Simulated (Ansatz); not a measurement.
**CH5 (doublet): the correlation ladder at distance C1–H5 along a hydrogen transfer = 1.090 Å, cc-pVTZ**

How much of the correlation energy of CH5 (doublet) does each wave-function method recover here?

Program: Ansatz 0.2.0, Gaussian basis. Level of theory: cc-pVTZ, core rule «outside noble gas», up to 1 orbitals frozen. These are calculated values, not measurements.

To be run: UHF; CCSD(T) on ROHF; CCSD(T) on UHF; BCCD(T) on ROHF; CISD; CCSDT(Q) on ROHF; CCSDT(Q) on UHF; CASSCF and NEVPT2, 3 electrons in 3 orbitals; CASSCF and NEVPT2, 9 electrons in 9 orbitals.

## Step 1: What is computed

The geometry derives from fragments relaxed apart (PBE0/def2-TZVP) and kept rigid, so it is no stationary point. A hydrogen atom is moved between rigid fragments.

6 atoms, charge 0, spin multiplicity 2.

Atoms are counted from 1 here; the program's logs count them from 0.

Bond lengths: C1–H2 1.090 Å, C1–H3 1.090 Å, C1–H4 1.090 Å, C1–H5 1.090 Å. Angles: H2–C1–H3 109.5°, H2–C1–H4 109.5°, H2–C1–H5 109.5°, H3–C1–H4 109.5°, H3–C1–H5 109.5°, H4–C1–H5 109.5°.

Coordinates:

```xyz
6

C    -0.13768    0.00000    0.00000
H    -0.50089    1.02730    0.00000
H    -0.50089   -0.51365    0.88967
H    -0.50089   -0.51365   -0.88967
H     0.95194    0.00000    0.00000
H     2.19132    0.00000    0.00000
```

## Step 2: UHF

in.yaml

```yaml
crystal:
  periodic: [false, false, false]
  atoms:
    - {symbol: C, position_ang: [-0.137680, 0.000000, 0.000000]}
    - {symbol: H, position_ang: [-0.500885, 1.027301, 0.000000]}
    - {symbol: H, position_ang: [-0.500885, -0.513650, 0.889668]}
    - {symbol: H, position_ang: [-0.500885, -0.513650, -0.889669]}
    - {symbol: H, position_ang: [0.951937, 0.000000, 0.000000]}
    - {symbol: H, position_ang: [2.191320, 0.000000, 0.000000]}
basis:
  gaussian: {orbitals: cc-pVTZ}
magnetization: {spin_polarized: true, initial_magnetization: 1}
hamiltonian: {xc: hf}
output: {orbitals: {seedname: orbitals}}
```

Started as:

```
$ ansatz run in.yaml --threads 1 --pin off --events-out ev --progress --plain --max-ram 2816MiB --backend cpu
```

Further steps of the session: CCSD(T) on ROHF; CCSD(T) on UHF; BCCD(T) on ROHF; CISD; CCSDT(Q) on ROHF; CCSDT(Q) on UHF; CASSCF and NEVPT2, 3 electrons in 3 orbitals; CASSCF and NEVPT2, 9 electrons in 9 orbitals.

Q: Predict the results of all the runs planned. Wanted: UCCSDT(Q) below the RHF energy; RMP2 from UCCSDT(Q); UMP2 from UCCSDT(Q); RCCSD from UCCSDT(Q); RCCSD(T) from UCCSDT(Q); UCCSD(T) from UCCSDT(Q); RCCSDT(Q) from UCCSDT(Q); NEVPT2 pair from UCCSDT(Q); NEVPT2 valence from UCCSDT(Q).

As calculated:

| quantity | value |
| --- | --- |
| UCCSDT(Q) below the RHF energy | -6.4112 eV |
| RMP2 from UCCSDT(Q) | +797.0 meV |
| UMP2 from UCCSDT(Q) | +792.9 meV |
| RCCSD from UCCSDT(Q) | +202.9 meV |
| RCCSD(T) from UCCSDT(Q) | +17.1 meV |
| UCCSD(T) from UCCSDT(Q) | +17.2 meV |
| RCCSDT(Q) from UCCSDT(Q) | +0.3 meV |
| NEVPT2 pair from UCCSDT(Q) | +843.2 meV |
| NEVPT2 valence from UCCSDT(Q) | +958.2 meV |
| levels within 1 kcal/mol (43 meV) | RCCSD(T), UCCSD(T), BCCD(T), RCCSDT, UCCSDT, RCCSDT(Q) |
| T1 diagnostic | 0.017 |
| effectively unpaired electrons | 1.01 |

What this shows: RCCSD(T) misses by +17.1 meV, 0.3 % of the correlation energy. One determinant dominates. Of the multireference levels listed NEVPT2 pair comes nearest in total energy (+843.2 meV), which doesn't show that its space is the better one. These misses are within one basis, not against nature; the frozen cores of restricted and unrestricted runs differ, which can shift their rows.
